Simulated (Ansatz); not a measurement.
For rutile PbO2, PBEsol+SOC (plane waves, PAW; Ansatz, an electronic-structure program) gives:

- lattice parameter a = 4.995 Å
- c axis length = 3.407 Å
- bulk modulus = 125 GPa

### Question
What does r²SCAN (Ansatz, PAW) give for the same quantities?

### Answer

- lattice constant a: 4.986 Å (drops by 0.2 %)
- lattice parameter c: 3.405 Å (is nearly the same)
- bulk modulus: 134 GPa (increases by 7.2 %)

For comparison: lattice constant a 4.958 Å (measured, room temperature, not corrected to a static lattice, our sources range from 4.950 to 4.958; as tabulated in Hiroi (2015), arXiv:1503.02262); lattice parameter c 3.388 Å (measured, room temperature, no zero-point or thermal correction; as tabulated in Hiroi (2015), arXiv:1503.02262).

Changes are worked out from the printed values.

Unless a cell is named, each level is at its own relaxed cell (PBEsol+SOC 14.17, r²SCAN 14.11 Å³/atom).

Levels without +SOC leave out spin–orbit coupling, which shifts energies and cells of such heavy elements.

Ansatz's density-functional and Hartree–Fock values are scalar-relativistic unless marked +SOC, with PAW data made under PBE.
